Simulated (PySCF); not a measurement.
**AlO⁺: energy against distance**

Set-up: Al jorge-DZP-DKH, O jorge-DZP-DKH; spin-free X2C with a Gaussian nucleus (PySCF 2.14). Energies in eV from Al⁺ + O in their ground configurations at the same level. State: ³Π (triplet), unpaired electrons σ ↑, π ↑.

All columns are r²SCAN. A positive dipole points towards O; it is taken about the centre of mass and depends on that origin.

```tsv
R (Å)	E (eV)	μ (D)	Mulliken charge on Al (basis-dependent)	HOMO (eV)	LUMO (eV)	Mayer bond order	⟨S²⟩
1.539	-0.643	-4.17	1.21	-14.40	-13.76	1.31	2.00
1.611	-1.137	-4.34	1.19	-14.44	-13.37	1.32	2.00
1.683	-1.396	-4.50	1.17	-14.48	-13.01	1.32	2.01
1.736	-1.481	-4.61	1.16	-14.50	-12.75	1.30	2.01
1.790	-1.497	-4.71	1.15	-14.50	-12.52	1.28	2.01
1.844	-1.463	-4.79	1.14	-14.29	-12.31	1.25	2.01
1.915	-1.366	-4.87	1.13	-14.04	-12.05	1.20	2.02
2.005	-1.194	-4.93	1.12	-13.77	-12.05	1.12	2.02
2.112	-0.962	-4.94	1.10	-13.53	-12.09	1.00	2.03
2.255	-0.669	-4.87	1.07	-13.31	-12.08	0.81	2.04
```

A fit through these points gives, at Re = 1.778 Å, μ = -4.69 D and dμ/dR = -1.71 D/Å; the reduced mass is 10.04 u.

Q: How strong is the fundamental in the double-harmonic approximation, I = 42.26·(dμ/dR)²/μred km/mol?

A: I = 42.26·(-1.71)²/10.04 = 12.3 km/mol at r²SCAN.

For an ion De counts to the pair picked by the measured ionisation energies or electron affinities, which need not be the lowest pair at this level. The state is the lowest determinant that a PBE0 search found; another state may lie lower at other levels.
